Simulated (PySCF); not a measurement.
From one molecule to another.

First species: C4H4O2.
Geometry (PBE0-D3(BJ)/def2-SVP, Å), atoms numbered from 1 in this order:
```xyz
10
C4H4O2 angstrom
O      1.184   -0.491   -1.310
C      1.035   -0.086   -0.185
O      2.062    0.183    0.633
C     -0.283    0.176    0.468
C     -1.466   -0.641    0.028
C     -1.440    0.574   -0.406
H      2.867   -0.015    0.131
H     -0.205    0.545    1.501
H     -1.913   -1.628    0.090
H     -1.851    1.392   -0.989
```

Second species: 2(3H)-furanone, C4H4O2.
Geometry (PBE0-D3(BJ)/def2-SVP, Å), atoms numbered from 1 in this order:
```
atom  x, y, z in Å
O1    -1.7069    1.4544   -0.9925
C2    -0.7978    0.8329   -0.5435
C3    -0.7899   -0.4979    0.1905
C4     0.6621   -0.7150    0.4602
C5     1.3163    0.3345   -0.0414
O6     0.5039    1.2668   -0.6333
H7    -1.2596   -1.2669   -0.4456
H8    -1.4154   -0.4184    1.0957
H9     1.1093   -1.5652    0.9709
H10    2.3781    0.5747   -0.0610
```

Levels: CAM-B3LYP/def2-SVPD for dipole moment, HOMO energy, LUMO energy, HOMO–LUMO gap, static isotropic polarisability and electronic spatial extent ⟨r²⟩ about the centre of nuclear charge; TDDFT CAM-B3LYP/def2-SVPD for lowest singlet excitation; TDA CAM-B3LYP/def2-SVPD for lowest triplet excitation (Tamm–Dancoff); ΔSCF CAM-B3LYP/def2-SVPD for vertical ionisation energy; PBE0-D3(BJ)/def2-SVP for rotational constant A and rotational constant C. Geometries: PBE0-D3(BJ)/def2-SVP. Each species is one conformer at its optimised geometry, gas phase, non-relativistic unless stated. Electronic properties by PySCF.

Dipoles, sizes and rotational constants follow the conformer. The torsions of the flexible species, by atom-mapped SMILES:
- `[O:1]=[C:2]([OH:3])[CH:4]1[CH:5]=[CH:6]1`: O1–C2–C4–C5 29°, H–O3–C2–O1 0°

**Question.** Which of the two has the higher S1 energy, and by how much?

**Answer.** The first: 5.78 eV against 5.65 eV, a difference of 0.13 eV.

**Question.** Which has the higher vertical ionisation energy?

**Answer.** The first: 10.17 eV against 9.68 eV, a difference of 0.49 eV.

**Question.** Which has the higher rotational constant C?

**Answer.** The second: 2.709 GHz against 2.443 GHz, a difference of 0.266 GHz.

**Question.** Which of the two has the higher HOMO energy, and by how much?

**Answer.** The second: -8.71 eV against -9.19 eV, a difference of 0.48 eV.

**Question.** Which of the two has the higher rotational constant A, and by how much?

**Answer.** The first: 8.572 GHz against 8.373 GHz, a difference of 0.199 GHz.

**Question.** Which of the two has the higher static isotropic polarisability, and by how much?

**Answer.** The first: 50.9 au against 50.0 au, a difference of 0.9 au.

**Question.** Which of the two has the higher dipole moment, and by how much?

**Answer.** The second: 4.08 D against 1.66 D, a difference of 2.42 D.

**Question.** Which of the two has the higher HOMO–LUMO gap, and by how much?

**Answer.** The first: 9.86 eV against 9.16 eV, a difference of 0.70 eV.

On the first: The polarisability is 7.54 Å³ as a volume (1 au = 0.148185 Å³), or 1.16 au for each of the 44 electrons. The dipole matches unit charges of opposite sign 0.35 Å apart (1 e·Å = 4.8032 D).

On the second: The ΔSCF ionisation energy exceeds −ε(HOMO) by 0.97 eV with CAM-B3LYP. S1 lies 3.51 eV below the HOMO–LUMO gap; its leading configuration is HOMO−1→LUMO, weight 0.77.
